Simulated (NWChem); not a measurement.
**C2H6O (ethanol): PBE/6-31G(d) (spherical functions)**

Aim: the vertical ionisation energy of C2H6O (ethanol) at PBE/6-31G* (spherical functions), from 2 runs. 

Program for the calculation: NWChem 7.3.0.

2 further runs of the same task are left out: 2 that didn't finish.

## (1) Starting point

C2H6O: 9 atoms, total charge 0, spin state singlet. As SMILES, `CCO`. Geometry: relaxed at PBE0-D4/def2-TZVP. This is one conformer, not always the lowest.

Bond lengths: C1–C2 1.513 Å, C2–O3 1.413 Å, C1–H4 1.093 Å, C1–H5 1.092 Å, C1–H6 1.095 Å, C2–H7 1.093 Å, C2–H8 1.099 Å, O3–H9 0.961 Å. Some angles: C1–C2–O3 112.9°, C1–C2–H7 110.3°, C1–C2–H8 110.2°, O3–C2–H7 105.5°, O3–C2–H8 110.8°, C2–C1–H4 110.8°, C2–C1–H5 110.6°, C2–C1–H6 111.1°, C2–O3–H9 108.2°, H7–C2–H8 107.0°.

## (2) A single-point energy at PBE/6-31G(d) (spherical functions)

work.nw reads:

```
start work
title "C2H6O PBE"
memory stack 880 mb heap 220 mb global 1100 mb
geometry units angstroms noautosym nocenter noautoz
  C    -0.536400    0.571600   -0.468400
  C     0.307400   -0.600000   -0.015300
  O     1.205500   -0.261400    1.021600
  H    -1.182000    0.285400   -1.302900
  H     0.097600    1.400900   -0.789000
  H    -1.181600    0.928100    0.340800
  H     0.932300   -0.956600   -0.837500
  H    -0.337800   -1.437600    0.285600
  H     0.695000    0.069600    1.765000
end
basis "ao basis" spherical bse
  * library 6-31G*
end
dft
  xc xpbe96 cpbe96
  mult 1
  grid medium
  convergence energy 1e-08
  iterations 100
  mulliken
  print low
end
task dft energy
```

Run with:

```
nwchem work.nw > work.out
```

The log of the run:

```text
[...]
 d= 0,ls=0.0,diis     1   -154.7743519518 -2.37D+02  2.07D-02  5.11D-01     0.7
[...]
 d= 0,ls=0.0,diis     8   -154.8274296331 -6.38D-09  5.26D-06  8.34D-08     4.1
         Total DFT energy =     -154.827429633142
      One electron energy =     -372.131384477989
           Coulomb energy =      156.851335209049
    Exchange-Corr. energy =      -21.515026397173
 Nuclear repulsion energy =       81.967646032972
[...]
      Total Density - Mulliken Population Analysis
     ---------------------------------------------
    Atom       Charge   Shell Charges
 -----------   ------   -------------------------------------------------------
    1 C    6     6.51   2.00  0.67  2.14  0.65  1.03  0.03
    2 C    6     6.06   2.00  0.68  2.06  0.52  0.75  0.06
    3 O    8     8.59   2.00  0.90  2.91  0.97  1.78  0.03
    4 H    1     0.84   0.52  0.32
    5 H    1     0.83   0.52  0.30
    6 H    1     0.85   0.52  0.33
    7 H    1     0.84   0.53  0.31
    8 H    1     0.87   0.53  0.34
    9 H    1     0.61   0.49  0.12
[...]
```

Run time: 4.8 s. Hardware: 1 thread of AMD EPYC 7R13 (Zen 3), shared host; peak memory 0.11 GiB.

## (3) The doublet cation

c2h6o.nw reads:

```
start c2h6o
memory 2200 mb
charge 1

geometry noautosym nocenter noautoz
C     -0.536400     0.571600    -0.468400
C      0.307400    -0.600000    -0.015300
O      1.205500    -0.261400     1.021600
H     -1.182000     0.285400    -1.302900
H      0.097600     1.400900    -0.789000
H     -1.181600     0.928100     0.340800
H      0.932300    -0.956600    -0.837500
H     -0.337800    -1.437600     0.285600
H      0.695000     0.069600     1.765000
end

basis spherical bse
* library 6-31G*
end

dft
xc xpbe96 cpbe96
mult 2
grid medium
convergence energy 1e-08
maxiter 100
mulliken
noprint "final vectors analysis"
end

task dft energy
```

Run with:

```
nwchem c2h6o.nw > c2h6o.out
```

The log of the run:

```text
[...]
          Wavefunction type:  spin polarized.
          No. of atoms     :     9
          No. of electrons :    25
[...]
          Charge           :     1
          Spin multiplicity:     2
[...]
          AO basis - number of functions:    54
[...]
              XC Information
              --------------
          PerdewBurkeErnzerhof Exchange Functional  1.000
            Perdew 1991 LDA Correlation Functional  1.000 local
           PerdewBurkeErnz. Correlation Functional  1.000 non-local
[...]
 d= 0,ls=0.0,diis     1   -154.2609218725 -2.36D+02  2.40D-02  4.14D-01     1.0
[...]
 d= 0,ls=0.0,diis    13   -154.4608218329 -2.30D-09  1.58D-07  2.33D-10     9.4
[...]
         Total DFT energy =     -154.460821832851
      One electron energy =     -364.331224498946
           Coulomb energy =      149.039054358428
    Exchange-Corr. energy =      -21.136297725306
 Nuclear repulsion energy =       81.967646032972
[...]
      Total Density - Mulliken Population Analysis
     ---------------------------------------------
    Atom       Charge   Shell Charges
 -----------   ------   -------------------------------------------------------
    1 C    6     6.55   2.00  0.68  2.14  0.70  1.01  0.03
    2 C    6     6.17   2.00  0.70  2.06  0.59  0.77  0.06
    3 O    8     8.24   2.00  0.96  2.82  0.96  1.48  0.03
    4 H    1     0.71   0.50  0.21
    5 H    1     0.71   0.50  0.21
    6 H    1     0.75   0.51  0.24
    7 H    1     0.70   0.51  0.19
    8 H    1     0.66   0.49  0.18
    9 H    1     0.51   0.46  0.05
[...]
      <S2> =      0.7518 (Exact =     0.7500)
[...]
```

Wall time 10 s (1 thread of AMD EPYC 7R13 (Zen 3), shared host); peak memory 0.11 GiB.

## (4) Outcome

Level: PBE/6-31G* (spherical functions).

| quantity | value |
| --- | --- |
| singlet C2H6O: total energy | -154.82743 Eh |
| doublet cation: total energy | -154.46082 Eh |
| doublet cation: ⟨S²⟩ | 0.752 |
| vertical ionisation energy (to the doublet cation) | 9.976 eV |

In words: Removing an electron at fixed nuclei costs 9.98 eV (963 kJ/mol). Mulliken charges (singlet C2H6O) run from -0.59 on O3 to +0.39 on H9. Mulliken charges (doublet cation) run from -0.55 on C1 to +0.49 on H9.
